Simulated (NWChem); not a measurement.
phenol (C6H6O); SMILES c1ccccc1O

```xyz
13

O     -0.0738    -2.2975     0.0000
C     -0.0127    -0.9488     0.0000
C     -1.2195    -0.2400     0.0000
C     -1.2054     1.1507     0.0000
C      0.0010     1.8538     0.0000
C      1.2001     1.1444     0.0000
C      1.1988    -0.2495     0.0000
H      0.8201    -2.6556     0.0000
H     -2.1557    -0.8019     0.0000
H     -2.1537     1.6942     0.0000
H      0.0050     2.9457     0.0000
H      2.1540     1.6781     0.0000
H      2.1444    -0.8016     0.0000
```
Atoms are numbered in this order, from 1.

Level: PBE0/def2-SVP (NWChem), optimised geometry, unscaled harmonic frequencies. 

Problem. List the harmonic frequencies with IR intensities, and the thermochemistry.

Solution. 
```json
[
 {"frequency (cm⁻¹)": "234", "IR intensity (km/mol)": "1.0"},
 {"frequency (cm⁻¹)": "385", "IR intensity (km/mol)": "110.5"},
 {"frequency (cm⁻¹)": "412", "IR intensity (km/mol)": "10.6"},
 {"frequency (cm⁻¹)": "426", "IR intensity (km/mol)": "0.0"},
 {"frequency (cm⁻¹)": "527", "IR intensity (km/mol)": "8.5"},
 {"frequency (cm⁻¹)": "537", "IR intensity (km/mol)": "0.9"},
 {"frequency (cm⁻¹)": "630", "IR intensity (km/mol)": "0.4"},
 {"frequency (cm⁻¹)": "711", "IR intensity (km/mol)": "24.8"},
 {"frequency (cm⁻¹)": "776", "IR intensity (km/mol)": "51.1"},
 {"frequency (cm⁻¹)": "833", "IR intensity (km/mol)": "0.0"},
 {"frequency (cm⁻¹)": "845", "IR intensity (km/mol)": "15.4"},
 {"frequency (cm⁻¹)": "906", "IR intensity (km/mol)": "7.6"},
 {"frequency (cm⁻¹)": "986", "IR intensity (km/mol)": "0.0"},
 {"frequency (cm⁻¹)": "1011", "IR intensity (km/mol)": "0.2"},
 {"frequency (cm⁻¹)": "1011", "IR intensity (km/mol)": "0.4"},
 {"frequency (cm⁻¹)": "1054", "IR intensity (km/mol)": "5.2"},
 {"frequency (cm⁻¹)": "1095", "IR intensity (km/mol)": "14.2"},
 {"frequency (cm⁻¹)": "1164", "IR intensity (km/mol)": "4.3"},
 {"frequency (cm⁻¹)": "1177", "IR intensity (km/mol)": "5.0"},
 {"frequency (cm⁻¹)": "1196", "IR intensity (km/mol)": "134.3"},
 {"frequency (cm⁻¹)": "1336", "IR intensity (km/mol)": "81.6"},
 {"frequency (cm⁻¹)": "1349", "IR intensity (km/mol)": "20.4"},
 {"frequency (cm⁻¹)": "1412", "IR intensity (km/mol)": "19.6"},
 {"frequency (cm⁻¹)": "1513", "IR intensity (km/mol)": "23.4"},
 {"frequency (cm⁻¹)": "1553", "IR intensity (km/mol)": "88.9"},
 {"frequency (cm⁻¹)": "1681", "IR intensity (km/mol)": "25.9"},
 {"frequency (cm⁻¹)": "1701", "IR intensity (km/mol)": "79.1"},
 {"frequency (cm⁻¹)": "3184", "IR intensity (km/mol)": "10.9"},
 {"frequency (cm⁻¹)": "3206", "IR intensity (km/mol)": "0.2"},
 {"frequency (cm⁻¹)": "3214", "IR intensity (km/mol)": "9.6"},
 {"frequency (cm⁻¹)": "3228", "IR intensity (km/mol)": "8.4"},
 {"frequency (cm⁻¹)": "3234", "IR intensity (km/mol)": "2.4"},
 {"frequency (cm⁻¹)": "3887", "IR intensity (km/mol)": "77.7"}
]
```

The zero-point energy comes out as 66.3 kcal/mol. The thermal correction to the enthalpy at 298.15 K (with zero-point energy) is 70.3 kcal/mol and the heat capacity Cv is 21.6 cal/(mol K). The entropy at 298.15 K and 1 atm (symmetry number 1) comes out as 74.3 cal/(mol K) and the dipole moment is 1.36 D.

Rigid rotor and harmonic oscillator.
